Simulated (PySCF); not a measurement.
Bonds broken one at a time in the series In Cl-NH2. All species are isolated molecules in the gas phase. One relaxed conformer stands for each flexible species; it need not be the lowest. Strings in code marks are SMILES.

The dipole moment from two functionals at the same geometries (CAM-B3LYP-D3(BJ)/def2-TZVP), both in PySCF: PBE-D3(BJ)/def2-TZVP and TPSSh-D3(BJ)/def2-TZVP. 

```tsv
species	TPSSh-D3(BJ)/def2-TZVP (D)
whole molecule (`[Cl][In]([Cl])[Cl]`)	0.01
radical fragment (`[In]([Cl])[Cl]`)	2.52
radical fragment (`[NH2]`)	1.92
```

Problem. What does PBE-D3(BJ)/def2-TZVP give for each?

Solution. 
- whole molecule (`[Cl][In]([Cl])[Cl]`): 0.01
- radical fragment (`[In]([Cl])[Cl]`): 2.32
- radical fragment (`[NH2]`): 1.90
Over these rows, drawn at random from the members with no instability flagged (it was tested for open shells, ions and some series alone), PBE minus TPSSh-D3(BJ): mean -0.07 D, from -0.20 D to 0.00 D.
